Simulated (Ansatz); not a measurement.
Reaction (β-hydride elimination): `CN[SiH3]` → SiH₄ + `C=N`

Calculated with Ansatz (gas phase, PBE0-D4/def2-TZVP geometries, no zero-point term in ΔE). CCSD(T)/CBS adds triple-zeta CCSD(T) − MP2 to the extrapolated MP2 energy (def2 sets, frozen cores). This one scheme is used for every species. DFT in def2-TZVPP. HSE06 is defined as in plane-wave codes.

**Question.** Is it downhill or uphill in electronic energy at CCSD(T)/CBS, and by how much? (Estimate.)

**Answer.** The calculation gave: Uphill: ΔE = +164.9 kJ/mol.

**Question.** What do these levels give: B97M-V, HSE06-D4, CAM-B3LYP-D4, PBE-QIDH, revPBE, BLYP, r2SCAN, r2SCAN0, RPA@PBE/def2-TZVPP, SCS-MP2/def2-TZVPP, HF/CBS(def2), CCSD/CBS(def2)? (Estimate.)

**Answer.** The calculation gave: B97M-V 164.2, HSE06-D4 177.9, CAM-B3LYP-D4 170.2, PBE-QIDH 182.2, revPBE 136.2, BLYP 128.4, r2SCAN 169.5, r2SCAN0 180.1, RPA@PBE/def2-TZVPP 143.2, SCS-MP2/def2-TZVPP 159.6, HF/CBS(def2) 146.6, CCSD/CBS(def2) 166.5 kJ/mol.

Largest T1 diagnostic among the species: 0.012.

From r2SCAN to r2SCAN0 (25 % exact exchange), in def2-TZVPP and without D4, ΔE moves by +10.6 kJ/mol. At CCSD(T), def2-SVP lies −22.2 kJ/mol from the extrapolated value and def2-TZVPP −7.9 kJ/mol. Leaving LDA and LC-ωPBE aside and taking each functional with its dispersion term where it has one, the values, not all of them listed here, spread over 37.9 kJ/mol, from BLYP-D4 to r2SCAN0-D4. LDA lies +48.3 kJ/mol from PBE without D4.
